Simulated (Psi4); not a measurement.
**SiHClO (SMILES O[Si]Cl), step by step**

Wanted: a geometry optimisation (PBEh-3c/def2-mSVP), then vibrational wavenumbers, then a single-point energy (CCSD(T)/cc-pVDZ) of SiHClO. 

Program for the calculation: Psi4 1.11.

### 1 Starting point

The species is SiHClO (4 atoms), meant as a singlet with charge 0. As SMILES, `O[Si]Cl`. All atoms were displaced at random from a relaxed shape. The run starts from this shape.

Bond lengths: O1–Si2 1.552 Å, Si2–Cl3 2.104 Å, O1–H4 1.010 Å. Angles: O1–Si2–Cl3 99.8°, Si2–O1–H4 122.4°.

### 2 A structure relaxation at PBEh-3c/def2-mSVP (density fitting) (run 1)

clhosi.in reads:

```
memory 1600 MB

molecule mol {
  O     -0.861314     0.355449    -0.320028
  Si    -0.458076    -0.810835     0.622004
  Cl     1.636476    -0.688200     0.468962
  H     -0.182288     0.985659    -0.722555
  units angstrom
}

set {
  geom_maxiter 60
}

e, wfn = optimize("pbeh-3c", return_wfn=True)
```

On the command line:

```console
$ psi4 -n 1 clhosi.in clhosi.out
```

clhosi.out:

```text
[...]
  Running in c1 symmetry.
[...]
  Nuclear repulsion =  134.313314809650109
[...]
  Multiplicity = 1
[...]
  Nalpha       = 20
  Nbeta        = 20
[...]
    Number of basis functions: 53
[...]
   @DF-RKS iter   1:  -824.44281697004260   -3.01801e-01   1.03023e-02 DIIS/ADIIS
[...]
   @DF-RKS iter   7:  -824.56292172446877   -1.02318e-12   4.16125e-09 DIIS
[...]
  @DF-RKS Final Energy:  -824.56292172446877
   => Energetics <=
    Nuclear Repulsion Energy =            131.1030392401276288
    One-Electron Energy =               -1401.7749744134241610
    Two-Electron Energy =                 479.7667718215674313
    DFT Exchange-Correlation Energy =     -33.6602805157200677
    Empirical Dispersion Energy =           0.0025221429803760
    VV10 Nonlocal Energy =                  0.0000000000000000
    Total Energy =                       -824.5629217244687652
[...]
  -Total Gradient:
     Atom            X                  Y                   Z
    ------   -----------------  -----------------  -----------------
       1        0.000016408824    -0.000042935077     0.000046079453
       2       -0.000010012581     0.000129295400    -0.000104707411
       3       -0.000146243427    -0.000012913925     0.000015116974
       4       -0.000041598330     0.000061741743    -0.000055685193
[...]
    Final optimized geometry and variables:
    Molecular point group: c1
    Full point group: C1
    Geometry (in Angstrom), charge = 0, multiplicity = 1:
    O           -1.277548710932     0.937717230955    -0.689198756781
    SI          -0.835439221091    -0.331159533445     0.257592031078
    CL           1.270994486462    -0.207370434066     0.141519533334
    H           -0.632961744353     1.505841790903    -1.122946677590
    Psi4 run time: 0:00:19.29
[...]
```

Standard output:

```text
Optimizer: Optimization complete!
```

Run time: 21 s. Hardware: 1 thread of Intel Xeon Platinum 8375C at 2.90GHz (Ice Lake), shared host; peak memory 0.36 GiB.

Step by step:

| step | energy from the first frame kept (eV) | largest force (eV/Å) |
| --- | --- | --- |
| 0 | 0.0000 | 5.2717 |
| 1 | -0.2141 | 0.9834 |
| 2 | -0.2267 | 0.2333 |
| 3 | -0.2279 | 0.0904 |
| 4 | -0.2283 | 0.0270 |
| 5 | -0.2283 | 0.0086 |

After the run. Bond lengths: O1–Si2 1.644 Å, Si2–Cl3 2.113 Å, O1–H4 0.962 Å. Angles: O1–Si2–Cl3 101.0°, Si2–O1–H4 122.4°.

### 3 Vibrational wavenumbers at PBEh-3c/def2-mSVP (density fitting) (run 2)

input.dat reads:

```
memory 1600 mb

molecule molecule1 {
  O     -0.896681     0.436501    -0.339551
  Si    -0.454572    -0.832376     0.607239
  Cl     1.651862    -0.708587     0.491167
  H     -0.252095     1.004626    -0.773299
}

set {
  reference                  rks
  t                          600.0
  rotational_symmetry_number 1
}

frequencies("pbeh-3c")
```

On the command line:

```console
$ psi4 -n 1 input.dat output.dat
```

output.dat:

```text
[...]
  Running in c1 symmetry.
[...]
  Nuclear repulsion =  131.103042389779688
[...]
  Multiplicity = 1
[...]
  Nalpha       = 20
  Nbeta        = 20
[...]
    Number of basis functions: 53
[...]
   @DF-RKS iter   1:  -824.45243838399483   -3.91376e-01   1.02529e-02 ADIIS/DIIS
[...]
   @DF-RKS iter  11:  -824.56291995448748   -1.36424e-12   3.89821e-09 DIIS
[...]
  @DF-RKS Final Energy:  -824.56291995448748
   => Energetics <=
    Nuclear Repulsion Energy =            131.0941500982094396
    One-Electron Energy =               -1401.7597028401494299
    Two-Electron Energy =                 479.7600632051469915
    DFT Exchange-Correlation Energy =     -33.6599524014858815
    Empirical Dispersion Energy =           0.0025219837914746
    VV10 Nonlocal Energy =                  0.0000000000000000
    Total Energy =                       -824.5629199544874837
[...]
  -Total Gradient:
     Atom            X                  Y                   Z
    ------   -----------------  -----------------  -----------------
       1       -0.000723926141    -0.000727477661     0.000639497691
       2       -0.000043534012     0.000056943349    -0.000087974275
       3       -0.000150117253     0.000003937723     0.000021010094
       4        0.000735720546     0.000802254660    -0.000671130395
[...]
  ==> Harmonic Vibrational Analysis <==
[...]
  Freq [cm^-1]                 273.9454            501.0481            539.0055
[...]
  IR activ [km/mol]            22.4070             114.2685            190.1909
[...]
  Freq [cm^-1]                 817.2893            933.3793           3916.4306
[...]
  IR activ [km/mol]            257.9975            82.4294             102.4380
[...]
  Total E_0, Enthalpy at 0 [K]                                                         -824.54701761 [Eh]
[...]
```

On the terminal:

```text
Warning: used thermodynamics relations inappropriate for low-frequency modes: ['273.9454' '501.0481' '539.0055']
```

It took 57 s on 1 thread of Intel Xeon Platinum 8375C at 2.90GHz (Ice Lake), shared host; peak memory 0.35 GiB.

### 4 The energy at CCSD(T)/cc-pVDZ (run 3)

job.in reads:

```
memory 1600 MB

molecule {
  0 1
  O     -0.896681     0.436501    -0.339551
  Si    -0.454572    -0.832376     0.607239
  Cl     1.651862    -0.708587     0.491167
  H     -0.252095     1.004626    -0.773299
  units angstrom
}

set scf_type pk
set freeze_core true

energy('ccsd(t)/cc-pVDZ')
```

On the command line:

```console
$ psi4 -n 1 job.in job.out
```

job.out:

```text
[...]
  Running in c1 symmetry.
[...]
  Nuclear repulsion =  131.103042389779688
[...]
  Multiplicity = 1
[...]
  Nalpha       = 20
  Nbeta        = 20
[...]
    Number of basis functions: 55
[...]
   @RHF iter   1:  -823.87577117982164   -6.72190e-01   7.47533e-03 ADIIS/DIIS
[...]
   @RHF iter  11:  -823.94897330334504   -4.32010e-12   7.08212e-09 DIIS
[...]
  @RHF Final Energy:  -823.94897330334504
   => Energetics <=
    Nuclear Repulsion Energy =            131.1030423897796879
    One-Electron Energy =               -1401.6356085840679953
    Two-Electron Energy =                 446.5835928909434074
    Total Energy =                       -823.9489733033449284
[...]
 Multipole Moments:
 ------------------------------------------------------------------------------------
     Multipole            Electronic (a.u.)      Nuclear  (a.u.)        Total (a.u.)
 ------------------------------------------------------------------------------------
 L = 1.  Multiply by 2.5417464519 to convert [e a0] to [Debye]
 Dipole X            :          1.5988285           -1.7812457           -0.1824172
 Dipole Y            :         -1.2993864            1.5988012            0.2994148
 Dipole Z            :          0.9569902           -1.1799755           -0.2229853
 Magnitude           :                                                    0.4155090
[...]
      * MP2 total energy                      = -824.349618381983532
[...]
      * CCSD total energy                     = -824.375886495803798
[...]
      * CCSD(T) total energy                  = -824.386536757051999
[...]
```

Wall time 11 s (1 thread of Intel Xeon Platinum 8375C at 2.90GHz (Ice Lake), shared host); peak memory 0.31 GiB.

### 5 Summary of results

| quantity | value |
| --- | --- |
| run 1, PBEh-3c/def2-mSVP: total energy at the end | -824.56292 Eh |
| run 1, PBEh-3c/def2-mSVP: dipole moment | 1.21 D |
| run 1, PBEh-3c/def2-mSVP: HOMO energy | -8.37 eV |
| run 1, PBEh-3c/def2-mSVP: LUMO energy | -1.40 eV |
| run 1, PBEh-3c/def2-mSVP: HOMO–LUMO gap | 6.97 eV |
| run 2, PBEh-3c/def2-mSVP: lowest harmonic wavenumber | 274 cm⁻¹ |
| run 2, PBEh-3c/def2-mSVP: highest harmonic wavenumber | 3916 cm⁻¹ |
| run 2, PBEh-3c/def2-mSVP: zero-point energy | 41.8 kJ/mol |
| run 2, PBEh-3c/def2-mSVP: ideal-gas entropy at 600 K (symmetry number 1 as used) | 76.8 cal/(mol K) |
| run 3, CCSD(T)/cc-pVDZ: total energy | -824.38654 Eh |
| run 3, CCSD(T)/cc-pVDZ: HOMO energy (Hartree–Fock orbitals) | -10.12 eV |
| run 3, CCSD(T)/cc-pVDZ: LUMO energy (Hartree–Fock orbitals) | 1.26 eV |
| run 3, CCSD(T)/cc-pVDZ: HOMO–LUMO gap (Hartree–Fock orbitals) | 11.38 eV |
| run 3, CCSD(T)/cc-pVDZ: correlation energy (11 core orbitals frozen) | -437.6 mEh |
| run 3, CCSD(T)/cc-pVDZ: (T) correction | -10.65 mEh |
| run 3, CCSD(T)/cc-pVDZ: T1 diagnostic | 0.015 |

What this shows: The optimisation (run 1, PBEh-3c/def2-mSVP) took 6 steps and changed the energy by -0.228 eV. All 6 modes (run 2, PBEh-3c/def2-mSVP) are real, so the shape is a minimum at this level. The triples (run 3, CCSD(T)/cc-pVDZ) make up 2.4 % of the correlation energy.
